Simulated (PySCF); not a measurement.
**C2HClF2 (SMILES FC(F)=CCl): SVWN5/6-31G(d) (spherical functions)**

What is the energy change on altering one bond length of C2HClF2 at SVWN5/6-31G* (spherical functions)? 

The calculation is run with PySCF 2.14.0.

3 further runs of the same task are left out: 3 set aside as unsound or not needed.

### 1 Starting point

C2HClF2: 6 atoms, total charge 0, spin state singlet. SMILES: `FC(F)=CCl`. Geometry: relaxed at PBE0-D4/def2-TZVP.

Bond lengths: F1–C2 1.312 Å, C2–F3 1.305 Å, C2–C4 1.321 Å, C4–Cl5 1.706 Å, C4–H6 1.079 Å. Angles: F1–C2–F3 111.1°, F1–C2–C4 123.1°, F3–C2–C4 125.8°, C2–C4–Cl5 122.3°, C2–C4–H6 120.1°, Cl5–C4–H6 117.5°.

### 2 A single-point energy at SVWN5/6-31G(d) (spherical functions)

The input, job.py:

```python
from pyscf import gto, dft

mol = gto.M(
    atom='''
F      1.702662    -1.531396     2.536088
C      0.505785    -1.062404     0.416439
F      0.363791    -3.085205    -0.987817
C     -0.412641     1.184424    -0.163556
Cl    -1.963444     1.750699    -2.933044
H     -0.196154     2.743882     1.131889
''',
    unit='bohr',
    max_memory=1860,
    verbose=4,
    charge=0,
    basis='6-31g*',
)

ks = dft.RKS(mol)
ks.xc = 'svwn'
ks.grids.level = 5
ks.conv_tol = 1e-10
ks.kernel()
if not ks.converged:
    ks = ks.newton().run(ks.mo_coeff, ks.mo_occ)

e_final = ks.e_tot
print('Final energy', e_final)
```

Run with:

```bash
$ OMP_NUM_THREADS=1 python job.py
```

Output:

```text
PySCF version 2.14.0

[INPUT] num. atoms = 6
[INPUT] num. electrons = 48
[INPUT] charge = 0
[INPUT] spin (= nelec alpha-beta = 2S) = 0
[INPUT] symmetry False subgroup None
[INPUT] Mole.unit = bohr
[INPUT] Symbol           X                Y                Z      unit          X                Y                Z       unit  Magmom
[INPUT]  1 F      0.901009928299  -0.810379864094   1.342039974488 AA    1.702662000000  -1.531396000000   2.536088000000 Bohr   0.0
[INPUT]  2 C      0.267649895625  -0.562199985590   0.220370028538 AA    0.505785000000  -1.062404000000   0.416439000000 Bohr   0.0
[INPUT]  3 F      0.192509906738  -1.632620177016  -0.522730244959 AA    0.363791000000  -3.085205000000  -0.987817000000 Bohr   0.0
[INPUT]  4 C     -0.218360213491   0.626770188867  -0.086550107909 AA   -0.412641000000   1.184424000000  -0.163556000000 Bohr   0.0
[INPUT]  5 Cl    -1.039009819718   0.926430013980  -1.552100043426 AA   -1.963444000000   1.750699000000  -2.933044000000 Bohr   0.0
[INPUT]  6 H     -0.103800226631   1.451999823854   0.598969864091 AA   -0.196154000000   2.743882000000   1.131889000000 Bohr   0.0

nuclear repulsion = 213.574869689331
number of shells = 34
number of NR pGTOs = 163
number of NR cGTOs = 76
basis = 6-31g*
ecp = {}

******** <class 'pyscf.dft.rks.RKS'> ********
method = RKS
initial guess = minao
damping factor = 0
level_shift factor = 0
DIIS = <class 'pyscf.scf.diis.CDIIS'>
diis_start_cycle = 1
diis_space = 8
diis_damp = 0
SCF conv_tol = 1e-10
SCF conv_tol_grad = None
SCF max_cycles = 50
direct_scf = True
direct_scf_tol = 1e-13
XC library pyscf.dft.libxc version 7.0.0
    S. Lehtola, C. Steigemann, M. J.T. Oliveira, and M. A.L. Marques.,  SoftwareX 7, 1–5 (2018)
XC functionals = svwn
    P. A. M. Dirac.,  Math. Proc. Cambridge Philos. Soc. 26, 376 (1930)
    F. Bloch.,  Z. Phys. 57, 545 (1929)
    S. H. Vosko, L. Wilk, and M. Nusair.,  Can. J. Phys. 58, 1200 (1980)
radial grids:
    Treutler-Ahlrichs [JCP 102, 346 (1995); DOI:10.1063/1.469408] (M4) radial grids

becke partition: Becke, JCP 88, 2547 (1988); DOI:10.1063/1.454033
pruning grids: <function nwchem_prune>
grids dens level: 5
symmetrized grids: False
atomic radii adjust function: <function treutler_atomic_radii_adjust>
small_rho_cutoff = 0
Set gradient conv threshold to 1e-05
Initial guess from minao.
tot grids = 240304
init E= -733.886719374706
  HOMO = -0.259757860098584  LUMO = -0.047884351162812  gap/eV = 5.76537
cycle= 1 E= -733.115419082168  delta_E= 0.771  |g|= 0.612  |ddm|= 2.74
  HOMO = -0.203162500522267  LUMO = -0.024166783002634  gap/eV = 4.87072
cycle= 2 E= -732.939701145825  delta_E= 0.176  |g|= 1.14  |ddm|= 1.24
  HOMO = -0.208792157132531  LUMO = -0.00780710574346483  gap/eV = 5.46908
cycle= 3 E= -733.178925267707  delta_E= -0.239  |g|= 0.149  |ddm|= 0.875
  HOMO = -0.217280619645712  LUMO = -0.0210738515361868  gap/eV = 5.33906
cycle= 4 E= -733.183351428768  delta_E= -0.00443  |g|= 0.0802  |ddm|= 0.243
  HOMO = -0.220681740000115  LUMO = -0.0234146470482619  gap/eV = 5.36791
cycle= 5 E= -733.184894099239  delta_E= -0.00154  |g|= 0.0198  |ddm|= 0.0916
  HOMO = -0.21868013627466  LUMO = -0.020993428030692  gap/eV = 5.37933
cycle= 6 E= -733.184978116545  delta_E= -8.4e-05  |g|= 0.00528  |ddm|= 0.0212
  HOMO = -0.218781184060914  LUMO = -0.0213847660123387  gap/eV = 5.37143
cycle= 7 E= -733.184985145626  delta_E= -7.03e-06  |g|= 0.00118  |ddm|= 0.0088
  HOMO = -0.218838807887541  LUMO = -0.0213878582422873  gap/eV = 5.37291
cycle= 8 E= -733.184985547056  delta_E= -4.01e-07  |g|= 0.000314  |ddm|= 0.00195
  HOMO = -0.218834354447857  LUMO = -0.0213819168366487  gap/eV = 5.37295
cycle= 9 E= -733.184985562763  delta_E= -1.57e-08  |g|= 0.000126  |ddm|= 0.00031
  HOMO = -0.218831940283882  LUMO = -0.0213812643117222  gap/eV = 5.37291
cycle= 10 E= -733.184985565278  delta_E= -2.52e-09  |g|= 2.52e-05  |ddm|= 0.000113
  HOMO = -0.218832580155009  LUMO = -0.0213815482530628  gap/eV = 5.37292
cycle= 11 E= -733.184985565412  delta_E= -1.34e-10  |g|= 4.06e-06  |ddm|= 3.24e-05
  HOMO = -0.218832439949384  LUMO = -0.0213814239769281  gap/eV = 5.37292
cycle= 12 E= -733.184985565419  delta_E= -6.82e-12  |g|= 4.49e-07  |ddm|= 6.93e-06
  HOMO = -0.218832452991524  LUMO = -0.0213814379552058  gap/eV = 5.37292
Extra cycle  E= -733.184985565418  delta_E= 1.14e-12  |g|= 4.96e-07  |ddm|= 1.15e-06
converged SCF energy = -733.184985565418
Final energy -733.184985565418
```

Run time: 8.1 s. Hardware: 1 thread of Intel Xeon at 2.70GHz, shared host; peak memory 0.26 GiB.

### 3 The distorted shape at the same level

The input, run.py:

```python
from pyscf import gto, dft

molecule = gto.Mole()
molecule.atom = '''
F      1.840412    -1.868385     2.623078
C      0.643535    -1.399393     0.503429
F      0.501541    -3.422194    -0.900827
C     -0.412641     1.184424    -0.163556
Cl    -1.963444     1.750699    -2.933044
H     -0.196154     2.743882     1.131889
'''
molecule.max_memory = 1860
molecule.unit = 'bohr'
molecule.verbose = 3
molecule.basis = '6-31g*'
molecule.build()

mf = dft.RKS(molecule, xc='svwn')
mf.grids.level = 5
mf.conv_tol = 1e-10
mf.kernel()
if not mf.converged:
    mf = mf.newton().run(mf.mo_coeff, mf.mo_occ)

energy = mf.e_tot
print('E(%s) = %.9f' % ('SVWN5', energy))
```

Run with:

```bash
$ OMP_NUM_THREADS=1 python run.py
```

Output:

```text
converged SCF energy = -733.157447313297
E(SVWN5) = -733.157447313
```

Run time: 8.7 s. Hardware: 1 thread of Intel Xeon at 2.70GHz, shared host; peak memory 0.26 GiB.

### 4 Summary of results

Level: SVWN5/6-31G* (spherical functions).

```
                                                         quantity          value
                                        first shape: total energy  -733.18499 Eh
                                       first shape: dipole moment         1.00 D
                                         first shape: HOMO energy       -5.95 eV
                                         first shape: LUMO energy       -0.58 eV
                                       first shape: HOMO–LUMO gap        5.37 eV
                                    distorted shape: total energy  -733.15745 Eh
                                   distorted shape: dipole moment         0.95 D
                                     distorted shape: HOMO energy       -5.44 eV
                                     distorted shape: LUMO energy       -1.52 eV
                                   distorted shape: HOMO–LUMO gap        3.92 eV
energy change with the C2–C4 bond stretched from 1.321 to 1.519 Å       0.749 eV
```

With the C2–C4 bond stretched from 1.321 to 1.519 Å the energy rises by 0.75 eV (17.3 kcal/mol). The first shape isn't relaxed at this level, so the change isn't measured from a minimum. Mulliken charges (first shape) run from -0.44 on C4 to +0.57 on C2; they depend strongly on the basis.
